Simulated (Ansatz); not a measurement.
For zinc-blende CuCl, LDA (PAW; Ansatz, a program for electronic structure) gives:

| Quantity | Result |
|---|---|
| lattice constant a | 5.208 Å |
| bulk modulus | 74.4 GPa |
| cohesive energy | 3.71 eV/atom |
| band gap at the measured cell | 0.39 eV |

Problem. What does PBE0 in Ansatz (plane waves, PAW) give for the same quantities?

Solution. 
- lattice constant a: 5.442 Å (grows by 4.5 %)
- bulk modulus: 46.6 GPa (drops by 37 %)
- cohesive energy: 2.85 eV/atom (falls by 0.86 eV/atom)
- band gap at the measured cell: 3.08 eV (goes up by 2.69 eV)

For comparison: lattice constant a 5.409 Å (measured, low temperature, extrapolated to low temperature; as tabulated in arXiv:1206.3780); bulk modulus 38.1 GPa (measured, temperature not stated, no zero-point or thermal correction; as tabulated in Gopakumar et al. (2017), arXiv:1612.07068); cohesive energy 3.1 ± 0.03 eV/atom (derived here from tabulated measurements, copied from a table, unchecked, brought to a static lattice with a Debye model, atoms in their spin–orbit ground levels; inputs from the CRC Handbook); band gap 3.39 eV (measured, 2 K, not corrected to a static lattice; as tabulated in arXiv:1206.3780).

Changes are worked out from the printed values.

Unless a cell is named, each level is at its own relaxed cell (LDA 17.65, PBE0 20.15 Å³/atom).

Density-functional gaps are differences of (generalised) Kohn–Sham levels.

Ansatz's density-functional and Hartree–Fock values are scalar-relativistic unless marked +SOC, with PAW data made under PBE.
